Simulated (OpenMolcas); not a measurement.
# MgCl2 (SMILES [Cl][Mg][Cl]) at U-r2SCAN0/def2-SV(P) (scramble 0.2)

Wanted: the energy of MgCl2. 

Program for the calculation: OpenMolcas 26.06.

4 further runs of the same task are left out: 4 set aside as unsound or not needed.

### Step 1. The system as given

The species is MgCl2 (3 atoms), meant as a singlet with charge 0. SMILES: `[Cl][Mg][Cl]`. One bond was lengthened or shortened from a relaxed shape.

Bond lengths: Cl1–Mg2 2.169 Å, Mg2–Cl3 2.711 Å. Angles: Cl1–Mg2–Cl3 179.9°.

### Step 2. The energy at U-r2SCAN0/def2-SV(P) (scramble 0.2)

job.inp

```
* Cl2Mg Kohn-Sham DFT
>>> EXPORT MOLCAS_PRINT=2

&GATEWAY
  BasLib = $CurrDir
  Coord
  3
  angstrom
  Cl       0.580461       2.559147       0.587436
  Mg       0.111161       0.495147       0.113536
  Cl      -0.470100      -2.086400      -0.477600
  Basis = def2-SVP
  Group = NoSym

&SEWARD

&SCF
  UHF
  KSDFT = HYB_MGGA_XC_R2SCAN0
  Scramble = 0.2
  PrOrbitals = 0
```

The basis set def2-SV(P) is read from a file made from the Basis Set Exchange's data (not shown).

Run with:

```console
$ export MOLCAS_MEM=1860
$ pymolcas job.inp > job.log
```

Output:

```text
--- Start Module: gateway ---
[...]
--- Stop Module: gateway /rc=_RC_ALL_IS_WELL_ ---
--- Start Module: seward ---
[...]
      Basis functions           54
--- Stop Module: seward /rc=_RC_ALL_IS_WELL_ ---
--- Start Module: scf ---
[...]
       Convergence after  12 Iterations
[...]
::    Total KS-DFT energy                           -1120.1456163348
[...]
      Total spin, S                                     0.0000000000
[...]
      Total electronic charge=   46.000000
      Total            charge=   -0.000000
[...]
      Dipole Moment (debye):
      Origin of the operator (angstrom)=    0.0695    0.3025    0.0699
                   X=  4.0916E-01               Y=  1.8670E+00               Z=  4.2439E-01           Total=  1.9579E+00
      Quadrupole Moment (debye*angstrom):
[...]
--- Stop Module: scf /rc=_RC_ALL_IS_WELL_ ---
[...]
```

Wall time 4.8 s (1 thread of Arm Neoverse V1, shared host); peak memory 0.39 GiB.

### Step 3. Summary of results

At U-r2SCAN0/def2-SV(P) (scramble 0.2):

| quantity | value |
| --- | --- |
| total energy | -1120.14562 Eh |
| dipole moment | 1.96 D |
| HOMO energy | -7.99 eV |
| LUMO energy | -2.45 eV |
| HOMO–LUMO gap | 5.54 eV |

**Reading.** This program's gradients are faulty for this kind of reference, so any forces in the log can't be trusted; the energy can.
